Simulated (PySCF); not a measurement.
A geometry optimisation, step by step.

C₄H₄F₂.
SMILES with atom numbers: `[CH2:1]=[C:2]=[CH:3][CH:4]([F:5])[F:6]` (hydrogens: H7, H8 on C1; H9 on C3; H10 on C4)

Computed by this run: PBE0-D3(BJ)/def2-SVP geometry optimisation, gas phase in PySCF; density fitting, grid level 1; the optimiser is geomeTRIC in internal coordinates, started from a GFN2-xTB structure with every atom displaced at random (about 0.01 Å). 8 of its 9 geometries are shown. The frame can shift and turn from step to step; on so coarse a grid that alone can change the energy by a few meV, and forces under 0.02 eV/Å are noise.

Step 0: E = -9627.5945 eV, largest atomic force 2.577 eV/Å
```
atom  x, y, z in Å  |  force x, y, z in eV/Å
C1      2.013   -0.279    0.670   -0.849   0.753  -1.389
C2      0.842   -0.356    0.075    0.491  -0.107   0.222
C3     -0.325   -0.444   -0.521    1.197   0.910   1.154
C4     -1.407    0.494   -0.228   -2.555   0.304  -0.141
F5     -2.534   -0.199    0.202    0.931   0.239  -0.081
F6     -1.844    1.136   -1.358    0.607  -0.187   0.336
H7      2.214   -0.779    1.584    0.195  -0.665   1.107
H8      2.804    0.351    0.250    0.019  -0.049  -0.047
H9     -0.514   -1.198   -1.231   -0.358  -1.189  -1.170
H10    -1.200    1.254    0.538    0.322  -0.009   0.009
```

Step 1: E = -9627.7063 eV, largest atomic force 0.668 eV/Å
```
atom  x, y, z in Å  |  force x, y, z in eV/Å
C1      1.956   -0.289    0.757    0.061  -0.192   0.265
C2      0.814   -0.419    0.140    0.024   0.188  -0.068
C3     -0.325   -0.470   -0.502   -0.255  -0.308  -0.029
C4     -1.430    0.521   -0.283    0.656  -0.028  -0.123
F5     -2.599   -0.111   -0.067   -0.053   0.040   0.000
F6     -1.555    1.263   -1.408   -0.302   0.091  -0.055
H7      2.151   -0.794    1.715   -0.030   0.075  -0.166
H8      2.759    0.320    0.330    0.016   0.029  -0.009
H9     -0.518   -1.246   -1.261    0.035   0.159   0.150
H10    -1.206    1.203    0.557   -0.151  -0.054   0.035
```

Step 2: E = -9627.7200 eV, largest atomic force 0.261 eV/Å
```
atom  x, y, z in Å  |  force x, y, z in eV/Å
C1      1.960   -0.292    0.763   -0.028  -0.069   0.037
C2      0.822   -0.407    0.130    0.062   0.105  -0.034
C3     -0.316   -0.467   -0.513   -0.089   0.048  -0.030
C4     -1.416    0.525   -0.294    0.090   0.063  -0.047
F5     -2.572   -0.117   -0.039   -0.190  -0.166   0.066
F6     -1.621    1.259   -1.416    0.088  -0.046   0.048
H7      2.137   -0.803    1.715   -0.015   0.018  -0.008
H8      2.773    0.315    0.349    0.001  -0.009  -0.011
H9     -0.512   -1.246   -1.261    0.015   0.032   0.014
H10    -1.208    1.212    0.544    0.066   0.024  -0.035
```

Step 3: E = -9627.7235 eV, largest atomic force 0.062 eV/Å
```
atom  x, y, z in Å  |  force x, y, z in eV/Å
C1      1.962   -0.290    0.762   -0.018  -0.018  -0.016
C2      0.827   -0.392    0.123    0.009   0.057  -0.022
C3     -0.313   -0.457   -0.517   -0.008   0.012   0.013
C4     -1.419    0.523   -0.294   -0.001   0.033  -0.013
F5     -2.568   -0.136   -0.019   -0.025  -0.024   0.015
F6     -1.640    1.245   -1.418    0.021  -0.043   0.039
H7      2.124   -0.804    1.714    0.004  -0.009   0.023
H8      2.784    0.308    0.355   -0.002  -0.004   0.002
H9     -0.507   -1.237   -1.261    0.010  -0.016  -0.029
H10    -1.204    1.219    0.535    0.009   0.013  -0.011
```

Step 5: E = -9627.7248 eV, largest atomic force 0.046 eV/Å
```
atom  x, y, z in Å  |  force x, y, z in eV/Å
C1      1.968   -0.287    0.759    0.004   0.009  -0.007
C2      0.837   -0.369    0.112   -0.034   0.000   0.023
C3     -0.306   -0.442   -0.522    0.014  -0.029  -0.017
C4     -1.427    0.519   -0.292   -0.023  -0.006   0.039
F5     -2.556   -0.159    0.024    0.039   0.023  -0.010
F6     -1.687    1.211   -1.425   -0.011  -0.001  -0.014
H7      2.115   -0.816    1.706    0.005   0.000  -0.003
H8      2.800    0.308    0.369    0.003   0.001   0.003
H9     -0.491   -1.223   -1.269    0.004   0.002  -0.016
H10    -1.207    1.237    0.516   -0.001   0.002   0.002
```

Step 6: E = -9627.7249 eV, largest atomic force 0.032 eV/Å
```
atom  x, y, z in Å  |  force x, y, z in eV/Å
C1      1.966   -0.284    0.758    0.002   0.007  -0.003
C2      0.836   -0.367    0.109   -0.008  -0.025   0.018
C3     -0.306   -0.443   -0.526    0.006   0.001  -0.012
C4     -1.426    0.517   -0.290   -0.006  -0.017   0.022
F5     -2.551   -0.161    0.039    0.011   0.012  -0.007
F6     -1.697    1.204   -1.423   -0.011   0.001  -0.008
H7      2.114   -0.817    1.703    0.002   0.004  -0.006
H8      2.798    0.315    0.372    0.000   0.001  -0.001
H9     -0.488   -1.222   -1.277    0.004   0.013  -0.001
H10    -1.200    1.238    0.514    0.000   0.002  -0.003
```

Step 7: E = -9627.7250 eV, largest atomic force 0.030 eV/Å
```
atom  x, y, z in Å  |  force x, y, z in eV/Å
C1      1.967   -0.282    0.757    0.004   0.006   0.000
C2      0.836   -0.366    0.109    0.005  -0.025   0.015
C3     -0.305   -0.443   -0.528   -0.004   0.018  -0.008
C4     -1.428    0.514   -0.287    0.013  -0.011  -0.002
F5     -2.548   -0.165    0.052   -0.011  -0.009   0.007
F6     -1.709    1.195   -1.422   -0.002   0.006  -0.005
H7      2.119   -0.818    1.700   -0.004   0.002  -0.005
H8      2.795    0.322    0.373   -0.002   0.003  -0.004
H9     -0.484   -1.217   -1.284    0.001   0.011   0.004
H10    -1.198    1.239    0.511    0.000   0.000  -0.002
```

Step 8: E = -9627.7250 eV, largest atomic force 0.025 eV/Å
```
atom  x, y, z in Å  |  force x, y, z in eV/Å
C1      1.968   -0.280    0.755    0.003   0.001   0.006
C2      0.837   -0.366    0.109    0.005  -0.012  -0.001
C3     -0.303   -0.441   -0.531   -0.005   0.020  -0.005
C4     -1.429    0.511   -0.284    0.021   0.003  -0.010
F5     -2.544   -0.171    0.067   -0.019  -0.015   0.007
F6     -1.723    1.185   -1.421    0.002  -0.001   0.005
H7      2.124   -0.819    1.695    0.000   0.000  -0.001
H8      2.793    0.330    0.372   -0.004   0.001  -0.003
H9     -0.479   -1.211   -1.292   -0.001   0.002   0.004
H10    -1.196    1.241    0.509   -0.001  -0.001  -0.001
```

Q: Summarise the path.

A: The energy falls by 3.01 kcal/mol from step 0 to step 8; nine tenths of that is first reached at step 2. It falls at every step. The largest force goes from 2.577 to 0.025 eV/Å. Among the bonds C3–H9 changes most, from 1.053 to 1.097 Å; the atoms move by 0.029 Å rms after alignment.

The cost below is that of the whole optimisation. On one thread of an Arm Neoverse V1 (shared host), this took 32 s of wall time and 0.41 GiB of memory at its peak.
